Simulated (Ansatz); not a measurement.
The cluster Li₃H. Charge 0, multiplicity 3. Geometry PBE0-D4/def2-TZVPD, that of the charge -1 doublet; atoms count from 1.

```xyz
4

Li    0.556    0.378    2.271
Li    0.262    1.187   -0.693
Li   -0.456   -1.319   -0.099
H    -0.362   -0.247   -1.480
```

At PBE0-D4/def2-TZVPD a singlet of charge 0 lies 0.71 eV below the triplet at the same geometry. The structure comes from a short search, and lower isomers may exist.

Estimate the Mulliken populations from the PBE0/def2-TZVPD orbitals of Ansatz.


| atom | charge (e) | spin (α − β) |
| --- | --- | --- |
| Li1 | -0.03 | 1.01 |
| Li2 | 0.35 | 0.49 |
| Li3 | 0.35 | 0.49 |
| H4 | -0.66 | 0.01 |
Mulliken values and Mayer orders depend strongly on the basis. With diffuse functions, as here, like atoms can get unlike values, and bond orders can come out too low or too high.

Where does the spin sit?

Summed by element: Li 1.99, H 0.01, of 2 unpaired in all. Largest on single atoms: Li1 1.01, Li2 0.49, Li3 0.49.

And the Mayer bond orders between bonded heavy atoms (over 0.3)?

Li1–Li2 0.49 (3.09 Å); Li1–Li3 0.49 (3.09 Å).
